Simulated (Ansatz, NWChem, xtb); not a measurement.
# Relative energies of HNC isomers

2 of its isomers, all singlets with charge 0: A = hydrogen isocyanide `[C-]#[NH+]`; B = hydrogen cyanide `C#N`.

Shapes, held fixed at every level: PBE0-D4/def2-TZVP. Programs: Ansatz 0.2.0, NWChem 7.3.0, xtb 6.7.1.

A:

```xyz
3

C    -0.6235    0.8835   -0.2415
N     0.0314   -0.0441    0.0122
H     0.5921   -0.8395    0.2293
```

B:

```xyz
3

C    -0.0056   -0.0244   -0.0056
N     0.2520    1.0610    0.2552
H    -0.2464   -1.0366   -0.2495
```

Enthalpies at 298 K in kJ/mol, with harmonic thermal terms from PBE0-D4/def2-TZVP. Measured gas-phase heats of formation: A Active Thermochemical Tables; B Active Thermochemical Tables.

| level | kind | B − A |
| --- | --- | --- |
| GFN2-xTB | semi-empirical | -82.3 |
| HF/def2-SVP | Hartree–Fock | -39.3 |
| r2SCAN-D4/def2-TZVPP | meta-GGA | -59.1 |
| PBE0/def2-SVP | global hybrid | -55.0 |
| MP2/def2-SVP | perturbation theory | -72.7 |
| MP2/def2-TZVPP | perturbation theory | -72.4 |
| CCSD/def2-SVP | coupled cluster or CI | -60.4 |
| CCSD(T)/def2-TZVPP | coupled cluster or CI | -60.7 |
| CCSD(T)/CBS estimate | coupled cluster or CI | -60.0 |
| measured | experiment | -62.7 |

Experiment puts B lowest of these. All levels agree on that. Absolute errors: CCSD(T)/def2-TZVPP 2.0; CCSD/def2-SVP 2.3; CCSD(T)/CBS estimate 2.7; r2SCAN-D4/def2-TZVPP 3.6; PBE0/def2-SVP 7.7; MP2/def2-TZVPP 9.7; MP2/def2-SVP 10.0; GFN2-xTB 19.6; HF/def2-SVP 23.4 kJ/mol. The CBS estimate extrapolates MP2 from def2-TZVPP and def2-QZVPP and adds CCSD(T) − MP2 in the triple-zeta set, cores frozen.
